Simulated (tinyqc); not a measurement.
UHF in the sto-3g basis, for BH, spin multiplicity 1, step by step. This run ends on a higher stationary point, not on the lowest solution. One step of it, computed by the program tinyqc.

Question. Iteration 19 (converged): orbitals. Diagonalise F' = X^T F X, C = X C', fill 3 alpha and 3 beta electrons from the bottom; D(s) = C_occ C_occ^T. Each column has its largest component positive (the first on a tie).

converged F(alpha) (hartree), lower triangle:
```
            1B 1s      1B 2s     1B 2px     1B 2py     1B 2pz      2H 1s
1B 1s   -7.207508
1B 2s   -2.131058  -0.791624
1B 2px   0.000000   0.000000   0.381612
1B 2py   0.000000   0.000000  -0.140658  -0.096974
1B 2pz   0.013525  -0.054740   0.000000   0.000000   0.311767
2H 1s   -0.098178  -0.256192   0.000000   0.000000  -0.154037  -0.135090
```

converged F(beta) (hartree), lower triangle:
```
            1B 1s      1B 2s     1B 2px    1B 2py     1B 2pz      2H 1s
1B 1s   -7.207508
1B 2s   -2.131058  -0.791624
1B 2px   0.000000   0.000000  -0.096974
1B 2py   0.000000   0.000000   0.140658  0.381612
1B 2pz   0.013525  -0.054740   0.000000  0.000000   0.311767
2H 1s   -0.098178  -0.256192   0.000000  0.000000  -0.154037  -0.135090
```

X:
```
                1          2         3          4          5         6
1B 1s   -0.577452   0.591432  0.000000   0.000000  -0.477242  0.410870
1B 2s    0.777609  -0.365652  0.000000   0.000000  -0.312754  0.529950
1B 2px   0.000000   0.000000  0.774577  -0.632480   0.000000  0.000000
1B 2py   0.000000   0.000000  0.632480   0.774577   0.000000  0.000000
1B 2pz   0.419993   0.672608  0.000000   0.000000   0.588844  0.283034
2H 1s   -0.648782  -0.529250  0.000000   0.000000   0.431108  0.452707
```

Give: F' = X^T F X; orbital energies; coefficients C; F' = X^T F X; orbital energies; coefficients C; D(alpha) after iteration 19; D(beta) after iteration 19.

Answer.

F' = X^T F X (alpha) (hartree), lower triangle:
```
         1        2        3       4        5        6
1  -0.7435
2   1.4299  -1.4924
3   0.0000   0.0000   0.0523
4   0.0000   0.0000  -0.2626  0.2323
5  -1.4109   2.0956   0.0000  0.0000  -2.2283
6   1.4565  -1.7764   0.0000  0.0000   2.2938  -2.5820
```

orbital energies (alpha) (hartree): MO1 -7.2131, MO2 -0.3429, MO3 -0.1353, MO4 0.0718, MO5 0.4199, MO6 0.4380

coefficients C (alpha):
```
            MO1      MO2     MO3      MO4      MO5      MO6
1B 1s    0.9917  -0.2128  0.0000  -0.2216   0.0000  -0.0447
1B 2s    0.0295   0.6898  0.0000   0.7792   0.0000   0.1822
1B 2px   0.0000   0.0000  0.2626   0.0000   0.9649   0.0000
1B 2py   0.0000   0.0000  0.9649   0.0000  -0.2626   0.0000
1B 2pz  -0.0010   0.1323  0.0000  -0.2862   0.0000   0.9779
2H 1s   -0.0029   0.6002  0.0000  -0.6715   0.0000  -0.5298
```

F' = X^T F X (beta) (hartree), lower triangle:
```
         1        2       3       4        5        6
1  -0.7435
2   1.4299  -1.4924
3   0.0000   0.0000  0.2323
4   0.0000   0.0000  0.2626  0.0523
5  -1.4109   2.0956  0.0000  0.0000  -2.2283
6   1.4565  -1.7764  0.0000  0.0000   2.2938  -2.5820
```

orbital energies (beta) (hartree): MO1 -7.2131, MO2 -0.3429, MO3 -0.1353, MO4 0.0718, MO5 0.4199, MO6 0.4380

coefficients C (beta):
```
            MO1      MO2      MO3      MO4     MO5      MO6
1B 1s    0.9917  -0.2128   0.0000  -0.2216  0.0000  -0.0447
1B 2s    0.0295   0.6898   0.0000   0.7792  0.0000   0.1822
1B 2px   0.0000   0.0000   0.9649   0.0000  0.2626   0.0000
1B 2py   0.0000   0.0000  -0.2626   0.0000  0.9649   0.0000
1B 2pz  -0.0010   0.1323   0.0000  -0.2862  0.0000   0.9779
2H 1s   -0.0029   0.6002   0.0000  -0.6715  0.0000  -0.5298
```

D(alpha) after iteration 19, lower triangle:
```
          1B 1s   1B 2s  1B 2px  1B 2py  1B 2pz   2H 1s
1B 1s    1.0287
1B 2s   -0.1175  0.4767
1B 2px   0.0000  0.0000  0.0690
1B 2py   0.0000  0.0000  0.2534  0.9310
1B 2pz  -0.0292  0.0912  0.0000  0.0000  0.0175
2H 1s   -0.1306  0.4139  0.0000  0.0000  0.0794  0.3602
```

D(beta) after iteration 19, lower triangle:
```
          1B 1s   1B 2s   1B 2px  1B 2py  1B 2pz   2H 1s
1B 1s    1.0287
1B 2s   -0.1175  0.4767
1B 2px   0.0000  0.0000   0.9310
1B 2py   0.0000  0.0000  -0.2534  0.0690
1B 2pz  -0.0292  0.0912   0.0000  0.0000  0.0175
2H 1s   -0.1306  0.4139   0.0000  0.0000  0.0794  0.3602
```
